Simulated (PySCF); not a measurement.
# MHOH across the second period

Level: PBE0, basis family def2-TZVP, no relativity.

Each entry is the lowest minimum that a search over a few typed start shapes (and spin states, where more than one is plausible) found, or that minimum re-optimised at the stated level; isomers with ligand–ligand bonds, or fragments after loss of a ligand pair, can lie lower. Open shells are unrestricted; no spin–orbit coupling; PySCF with density fitting.

| molecule | 2S+1 | point group | mean bond to the central atom (Å) | distinct angles (°) | atomisation (kJ/mol) | lowest ω (cm⁻¹) | dipole (D) |
| --- | --- | --- | --- | --- | --- | --- | --- |
| HB(OH) | ? | ? | ? | ? | ? | ? | ? |
| HC(OH) | 1 | Cs | 1.211 | 116/107 | 1311 | 1026 | 3.49 |
| HN(OH) | 2 | Cs | 1.190 | 107/111 | 1094 | 557 | 3.25 |
| HO(OH) | 1 | C2 | 1.195 | 101 | 1091 | 396 | 1.86 |

(1) Fill in the row of HB(OH).

Results:

(1) 2S+1: 2; point group: Cs; mean bond to the central atom (Å): 1.267; distinct angles (°): 115/121; atomisation (kJ/mol): 1363; lowest ω (cm⁻¹): 754; dipole (D): 1.42.

Left out of the table are members whose search was unfinished or whose lowest solution was spin-contaminated, unstable, very soft or bonded differently.
